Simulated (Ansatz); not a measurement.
# CH7AlO: the cost of one run

Program: Ansatz 0.2.0. Level of theory: RKS r2SCAN-D4/def2-SVP. These are calculated values, not measurements.

**1. The system as given**

Bond lengths: C1–O2 1.349 Å, O2–Al3 1.833 Å, C1–H4 1.143 Å, C1–H5 1.110 Å, C1–H6 1.151 Å, O2–H7 0.987 Å, Al3–H8 1.548 Å, Al3–H9 1.647 Å, Al3–H10 1.628 Å. Angles (14 of 15 angles, heavy atoms first): C1–O2–Al3 107.8°, C1–O2–H7 107.5°, Al3–O2–H7 104.1°, O2–C1–H4 106.6°, O2–C1–H5 116.4°, O2–C1–H6 113.1°, O2–Al3–H8 111.6°, O2–Al3–H9 110.9°, O2–Al3–H10 109.8°, H4–C1–H5 107.5°, H4–C1–H6 102.1°, H5–C1–H6 110.0°, H8–Al3–H9 110.2°, H8–Al3–H10 107.6°.

Structure file:

```xyz
10

C    -0.9410    0.6143   -0.5998
O     0.3692    0.3200   -0.7299
Al    0.8999   -0.5550    0.7911
H    -1.2450    1.1791   -1.5463
H    -1.6318   -0.2477   -0.4894
H    -1.1495    1.3926    0.2225
H     0.4507   -0.3611   -1.4400
H     0.1165   -1.8749    0.9917
H     0.7335    0.4124    2.1135
H     2.4806   -0.9309    0.6895
```

**2. Relaxing end A**

The input, input.yaml:

```yaml
crystal:
  periodic: [false, false, false]
  atoms:
    - { symbol: C, position_ang: [-0.941, 0.6143, -0.5998] }
    - { symbol: O, position_ang: [0.3692, 0.32, -0.7299] }
    - { symbol: Al, position_ang: [0.8999, -0.555, 0.7911] }
    - { symbol: H, position_ang: [-1.245, 1.1791, -1.5463] }
    - { symbol: H, position_ang: [-1.6318, -0.2477, -0.4894] }
    - { symbol: H, position_ang: [-1.1495, 1.3926, 0.2225] }
    - { symbol: H, position_ang: [0.4507, -0.3611, -1.44] }
    - { symbol: H, position_ang: [0.1165, -1.8749, 0.9917] }
    - { symbol: H, position_ang: [0.7335, 0.4124, 2.1135] }
    - { symbol: H, position_ang: [2.4806, -0.9309, 0.6895] }
basis:
  gaussian: { orbitals: def2-SVP }
hamiltonian:
  xc: r2scan
  dispersion: d4
relax:
  f_tol: 0.015
  max_steps: 40
```

Command:

```bash
$ ansatz run input.yaml --threads 2 --pin off --max-ram 3072MiB --backend cpu --events-out ev --progress --plain --runs-dir out
```

What time and memory should one allow on 2 threads of Arm Neoverse V1, shared host?

About 36 s, with a peak of 0.14 GiB.
